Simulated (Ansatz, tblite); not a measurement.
**CdF2: removing an electron**

An exercise on one series of results from a longer session: the logs are not shown, and one member is left open.

Program: Ansatz 0.2.0, Gaussian basis. Level of theory: as each input shows. These are calculated values, not measurements.

Levels to be run: charge +1 doublet, at the geometry of the singlet (PBE0-D4/def2-TZVP, PBE-D4/def2-TZVP, r2SCAN-D4/def2-TZVP, CCSD(T)/def2-TZVPP); the starting singlet's energies come from earlier runs.

1 further run of the same task is left out (set aside as unsound or not needed). Runs told in other sessions of the task aren't counted.

**The relaxed structure**

The singlet was relaxed beforehand with PBE0-D4/def2-TZVP.

3 atoms, charge 0, spin multiplicity 1.

Atoms are counted from 1 here; the program's logs count them from 0.

Bond lengths: Cd1–F2 1.922 Å, Cd1–F3 1.922 Å. Angles: F2–Cd1–F3 180.0°.

Coordinates:

```xyz
3

Cd    0.0000    0.0000    0.0000
F    -0.0174   -0.0216    1.9213
F     0.0174    0.0216   -1.9213
```

Cd takes a core potential in the def2 sets. No spin-orbit coupling is included.

Set-up of the first run:

File in.yaml:

```yaml
crystal:
  periodic: [false, false, false]
  atoms:
    - {symbol: Cd, position_ang: [-0.000036, -0.000017, -0.000001]}
    - {symbol: F, position_ang: [-0.017398, -0.021570, 1.921304]}
    - {symbol: F, position_ang: [0.017434, 0.021597, -1.921303]}
basis:
  gaussian: {orbitals: def2-TZVP}
total_charge: 1
magnetization: {spin_polarized: true, initial_magnetization: 1}
hamiltonian: {xc: pbe0, dispersion: d4}
output: {orbitals: {seedname: orbitals}}
```

The run is started by

```console
$ ansatz run in.yaml --threads 4 --pin off --events-out ev --progress --plain --max-ram 3916MiB
```

Among the steps run: Charge +1 doublet at the fixed geometry, PBE0-D4/def2-TZVP; Charge +1 doublet at the fixed geometry, PBE-D4/def2-TZVP; Charge +1 doublet at the fixed geometry, r2SCAN-D4/def2-TZVP; Charge +1 doublet at the fixed geometry, CCSD(T)/def2-TZVPP.

One table of the session follows, with a row left open; its other results are not shown here.

It belongs to the step «Vertical ionisation energy». 

```
             method  vertical ionisation energy (eV)
      HF/def2-TZVPP                            11.38
   PBE-D4/def2-TZVP                            12.09
r2SCAN-D4/def2-TZVP                            12.24
  PBE0-D4/def2-TZVP                            12.60
     MP2/def2-TZVPP                            13.60
    CCSD/def2-TZVPP                                ?
 CCSD(T)/def2-TZVPP                            13.18
```

Estimate the missing values for CCSD/def2-TZVPP.

The run gave: vertical ionisation energy (eV): 13.12. In the column «vertical ionisation energy (eV)» it lies between PBE0-D4/def2-TZVP (12.60) and CCSD(T)/def2-TZVPP (13.18).
